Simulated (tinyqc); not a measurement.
Worked calculation: CIS on RHF in the sto-6g basis, for H2F+, spin multiplicity 1. One step of it, computed by the program tinyqc.

Task: CIS matrix, triplets. A(ia,jb) = (e_a - e_i) d_ij d_ab - (ij|ab).

orbital energies (hartree): MO1 -26.936117, MO2 -2.046412, MO3 -1.182269, MO4 -1.059375, MO5 -1.033800, MO6 -0.047334, MO7 0.133762

Two-electron integrals over orbitals (pq|rs), unique and non-zero (hartree):
```
(11|11) 5.381189    (21|11) -0.517479   (21|21) 0.080632    (22|11) 1.223829
(22|21) -0.021057   (22|22) 0.862913    (31|11) -0.017784   (31|21) 0.002367
(31|22) -0.001980   (31|31) 0.017708    (32|11) 0.010767    (32|21) -0.001176
(32|22) -0.003481   (32|31) 0.025516    (32|32) 0.157319    (33|11) 0.984835
(33|21) -0.007725   (33|22) 0.757186    (33|31) 0.000838    (33|32) 0.004419
(33|33) 0.733656    (41|11) 0.127196    (41|21) -0.017110   (41|22) 0.013232
(41|31) -0.000919   (41|32) -0.000065   (41|33) 0.004329    (41|41) 0.029374
(42|11) -0.091605   (42|21) 0.008017    (42|22) 0.001607    (42|31) -0.000035
(42|32) -0.000966   (42|33) -0.005790   (42|41) 0.030760    (42|42) 0.162465
(43|11) -0.012833   (43|21) 0.000523    (43|22) -0.005316   (43|31) -0.003394
(43|32) 0.006476    (43|33) -0.005493   (43|41) 0.001177    (43|42) 0.006501
(43|43) 0.047803    (44|11) 1.170880    (44|21) -0.013937   (44|22) 0.823900
(44|31) -0.000142   (44|32) 0.007190    (44|33) 0.714989    (44|41) -0.010815
(44|42) -0.087001   (44|43) -0.007704   (44|44) 0.900931    (51|51) 0.030387
(52|51) 0.039098    (52|52) 0.182579    (53|51) 0.001255    (53|52) 0.004475
(53|53) 0.038200    (54|51) -0.008936   (54|52) -0.032290   (54|53) -0.001540
(54|54) 0.054174    (55|11) 1.265978    (55|21) -0.013524   (55|22) 0.883826
(55|31) -0.000449   (55|32) 0.005323    (55|33) 0.745371    (55|41) 0.003160
(55|42) -0.048178   (55|43) -0.007264   (55|44) 0.840616    (55|55) 0.998085
(61|11) 0.221733    (61|21) -0.036233   (61|22) 0.005456    (61|31) -0.003211
(61|32) -0.002638   (61|33) 0.002085    (61|41) -0.004488   (61|42) -0.018419
(61|43) -0.000347   (61|44) 0.012266    (61|55) 0.005420    (61|61) 0.022370
(62|11) -0.292659   (62|21) 0.008450    (62|22) -0.142694   (62|31) -0.001742
(62|32) -0.011205   (62|33) -0.088382   (62|41) -0.017010   (62|42) -0.041033
(62|43) 0.003192    (62|44) -0.105409   (62|55) -0.148583   (62|61) 0.003664
(62|62) 0.074044    (63|11) -0.063859   (63|21) 0.001334    (63|22) -0.033840
(63|31) -0.003927   (63|32) 0.025814    (63|33) -0.027976   (63|41) -0.000132
(63|42) 0.008188    (63|43) 0.017986    (63|44) -0.028031   (63|55) -0.035806
(63|61) -0.000153   (63|62) 0.013223    (63|63) 0.071148    (64|11) -0.253689
(64|21) 0.002679    (64|22) -0.136798   (64|31) 0.001229    (64|32) 0.008005
(64|33) -0.080180   (64|41) -0.006500   (64|42) 0.003901    (64|43) 0.003115
(64|44) -0.143781   (64|55) -0.139861   (64|61) 0.001543    (64|62) 0.058351
(64|63) 0.021881    (64|64) 0.070366    (65|51) -0.013731   (65|52) -0.052300
(65|53) -0.004844   (65|54) -0.007444   (65|65) 0.025444    (66|11) 0.688001
(66|21) -0.005809   (66|22) 0.564308    (66|31) 0.002228    (66|32) 0.027131
(66|33) 0.550609    (66|41) 0.015350    (66|42) 0.065588    (66|43) 0.016712
(66|44) 0.533821    (66|55) 0.541465    (66|61) -0.004452   (66|62) -0.049546
(66|63) 0.024950    (66|64) -0.020494   (66|66) 0.558526    (71|11) 0.046490
(71|21) -0.007849   (71|22) 0.000432    (71|31) 0.017269    (71|32) 0.024359
(71|33) 0.001700    (71|41) 0.000407    (71|42) -0.002021   (71|43) -0.003579
(71|44) 0.001922    (71|55) 0.001106    (71|61) 0.001801    (71|62) -0.002194
(71|63) -0.003821   (71|64) 0.001109    (71|66) 0.002394    (71|71) 0.018171
(72|11) -0.063966   (72|21) 0.001661    (72|22) -0.031595   (72|31) 0.017546
(72|32) 0.064988    (72|33) -0.013914   (72|41) -0.002018   (72|42) -0.001450
(72|43) -0.021248   (72|44) -0.025764   (72|55) -0.031631   (72|61) -0.002204
(72|62) 0.005790    (72|63) -0.023957   (72|64) 0.012178    (72|66) -0.011320
(72|71) 0.016604    (72|72) 0.058012    (73|11) 0.423312    (73|21) -0.008012
(73|22) 0.207058    (73|31) -0.000137   (73|32) 0.013387    (73|33) 0.160921
(73|41) -0.001232   (73|42) -0.054001   (73|43) -0.001239   (73|44) 0.202613
(73|55) 0.228626    (73|61) 0.004784    (73|62) -0.069599   (73|63) -0.010636
(73|64) -0.078228   (73|66) 0.023492    (73|71) 0.000941    (73|72) -0.018630
(73|73) 0.159185    (74|11) -0.016984   (74|21) 0.000053    (74|22) -0.007717
(74|31) -0.007084   (74|32) -0.052822   (74|33) -0.005631   (74|41) -0.001866
(74|42) -0.006054   (74|43) 0.010086    (74|44) -0.009590   (74|55) -0.008771
(74|61) 0.001797    (74|62) 0.008716    (74|63) -0.038251   (74|64) -0.002704
(74|66) -0.022016   (74|71) -0.006909   (74|72) -0.010137   (74|73) -0.013176
(74|74) 0.045573    (75|51) -0.002821   (75|52) -0.010751   (75|53) 0.025094
(75|54) 0.000493    (75|65) 0.001633    (75|75) 0.020514    (76|11) -0.005626
(76|21) 0.000151    (76|22) 0.002610    (76|31) -0.009664   (76|32) -0.091086
(76|33) -0.002981   (76|41) 0.001847    (76|42) 0.006093    (76|43) -0.043164
(76|44) -0.008132   (76|55) -0.002355   (76|61) 0.000335    (76|62) -0.001568
(76|63) -0.079380   (76|64) -0.015221   (76|66) -0.049313   (76|71) -0.009398
(76|72) 0.004399    (76|73) -0.021481   (76|74) 0.053134    (76|76) 0.147414
(77|11) 0.804569    (77|21) -0.007591   (77|22) 0.617536    (77|31) -0.004130
(77|32) -0.033454   (77|33) 0.615939    (77|41) 0.003186    (77|42) 0.006593
(77|43) -0.014001   (77|44) 0.592679    (77|55) 0.603785    (77|61) 0.002949
(77|62) -0.046491   (77|63) -0.038530   (77|64) -0.035996   (77|66) 0.520769
(77|71) -0.003132   (77|72) -0.009644   (77|73) 0.066114    (77|74) 0.017820
(77|76) 0.045403    (77|77) 0.594633
```

Give: CIS matrix A, triplet.

Result:

CIS matrix A, triplet (hartree):
```
         1>6      1>7      2>6      2>7      3>6     3>7      4>6      4>7
1>6  26.2008   0.0056   0.0058  -0.0002  -0.0022  0.0097  -0.0154  -0.0018
1>7   0.0056  26.2653  -0.0002   0.0076   0.0097  0.0041  -0.0018  -0.0032
2>6   0.0058  -0.0002   1.4348  -0.0026  -0.0271  0.0911  -0.0656  -0.0061
2>7  -0.0002   0.0076  -0.0026   1.5626   0.0911  0.0335  -0.0061  -0.0066
3>6  -0.0022   0.0097  -0.0271   0.0911   0.5843  0.0030  -0.0167   0.0432
3>7   0.0097   0.0041   0.0911   0.0335   0.0030  0.7001   0.0432   0.0140
4>6  -0.0154  -0.0018  -0.0656  -0.0061  -0.0167  0.0432   0.4782   0.0081
4>7  -0.0018  -0.0032  -0.0061  -0.0066   0.0432  0.0140   0.0081   0.6005
5>6   0.0000   0.0000   0.0000   0.0000   0.0000  0.0000   0.0000   0.0000
5>7   0.0000   0.0000   0.0000   0.0000   0.0000  0.0000   0.0000   0.0000

        5>6     5>7
1>6  0.0000  0.0000
1>7  0.0000  0.0000
2>6  0.0000  0.0000
2>7  0.0000  0.0000
3>6  0.0000  0.0000
3>7  0.0000  0.0000
4>6  0.0000  0.0000
4>7  0.0000  0.0000
5>6  0.4450  0.0024
5>7  0.0024  0.5638
```
